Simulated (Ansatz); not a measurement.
Born–Oppenheimer molecular dynamics of BClH$_{3}$N (6 atoms, charge 0, multiplicity 1). It starts from a relaxed structure.

Computed with RKS PBE-D4/def2-SVP (Ansatz).

```
ensemble                      : NVE (Milne-controlled integrator)
time step                     : 0.5 fs
steps asked                   : 250
starting velocities drawn for : 300 K
masses                        : H 2.014 u
seed                          : 528035
```

First frame:

```xyz
6
Properties=species:S:1:pos:R:3
B -0.013 0.016 0.068
N -0.017 -0.002 1.463
H -0.868 -0.091 2.020
H 0.841 0.075 2.010
H 1.024 0.124 -0.552
Cl -1.548 -0.122 -0.823
```

**Question.** What does the run give?

**Answer.** The run went to its last step.

```yaml
steps_done: 250
time_covered: 125 fs
mean_temperature_over_the_second_half: 146 K
spread_of_the_potential_energy_over_the_second_half: 4.0 meV per atom
mean_potential_energy_of_the_second_half_above_the_start: 13.2 meV per atom
```

The conserved energy stayed within 0.0045 meV per atom of its start (net change 0.00017 meV per atom), so the integration is sound. The temperature averaged 0.49 of the 300 K drawn at the start: a run that starts near a minimum puts about half its kinetic energy into the potential. A run of 0.12 ps of so small a system gives no equilibrium averages.

**Question.** What happens to the structure?

**Answer.** The same pairs are bonded in the first frame and the last. Pairs count as bonded within 1.25 times the sum of covalent radii (0.12 Å more for H–H). The details hang on the random start.

**Question.** How do temperature and energy run in time?

**Answer.** 
```tsv
time (fs)	T (K)	potential energy less start (eV)	conserved less start (meV/atom)
0.0	300	0.000	0.00
4.0	171	0.067	0.00
8.0	153	0.076	0.00
12.0	154	0.076	0.00
16.0	65	0.121	0.00
20.0	104	0.101	0.00
24.0	137	0.085	0.00
28.0	117	0.095	0.00
32.0	153	0.076	0.00
36.0	169	0.068	0.00
40.0	149	0.078	0.00
44.0	211	0.046	0.00
48.0	220	0.042	0.00
52.0	178	0.063	0.00
56.0	117	0.095	0.00
60.0	100	0.103	0.00
64.0	92	0.107	0.00
68.0	92	0.107	0.00
72.0	142	0.082	0.00
76.0	205	0.049	0.00
80.0	162	0.071	0.00
84.0	173	0.066	0.00
88.0	205	0.049	0.00
92.0	144	0.081	0.00
96.0	191	0.056	0.00
100.0	163	0.071	0.00
104.0	58	0.125	0.00
108.0	104	0.101	0.00
112.0	129	0.088	0.00
116.0	81	0.113	0.00
120.0	219	0.042	0.00
124.0	199	0.052	0.00
```

Time of the run: 4.8 min on 1 thread of Arm Neoverse V1 (shared host), peak memory 0.099 GiB.
